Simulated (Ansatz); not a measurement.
## Worked example: ideal-gas entropy of SOF2 (thionyl fluoride)

A singlet with charge 0, relaxed at wB97X-V/def2-TZVP (Ansatz 0.2.0):

```xyz
4

O     0.9323    0.0669   -1.0174
S    -0.1516   -0.4270   -0.2461
F    -1.1238    0.8041    0.0008
F     0.3431   -0.4440    1.2628
```

Harmonic wavenumbers in cm⁻¹: 379, 399, 540, 771, 839, 1383.

Masses in u: O 15.999, S 32.06, F 18.998. Take T = 298.15 K, p = 1 bar, R = 8.3145 J/(mol K), kT/hc = 207.22 cm⁻¹, rigid rotor and harmonic oscillator.

Q: Work out S° at 298 K.

A: 
1. Translation (Sackur–Tetrode): S = R[3/2 ln M + 5/2 ln T − 1.1517] with M = 86.055 gives 164.4 J/(mol K).
2. Rotation: principal moments 59.121, 60.597, 102.207 u Å² give A, B, C = 0.2851, 0.2782, 0.1649 cm⁻¹; the symmetry number is σ = 1; q = (√π/σ)√((kT/hc)³/ABC) = 46231; S = R(ln q + 3/2) = 101.8.
3. Vibration: with u = ν̃/207.22, each mode gives R[u/(eᵘ − 1) − ln(1 − e⁻ᵘ)]; the sum is 12.6, most from 379 cm⁻¹ (4.4), 399 cm⁻¹ (4.0), 540 cm⁻¹ (2.4).
4. Electronic: R ln 1 = 0.0, from the spin multiplicity alone.
5. Sum: 164.4 + 101.8 + 12.6 + 0.0 = 278.8 J/(mol K).

The tabulated value is 278.7 J/(mol K) (CRC Handbook of Chemistry and Physics): the model is off by +0.1.
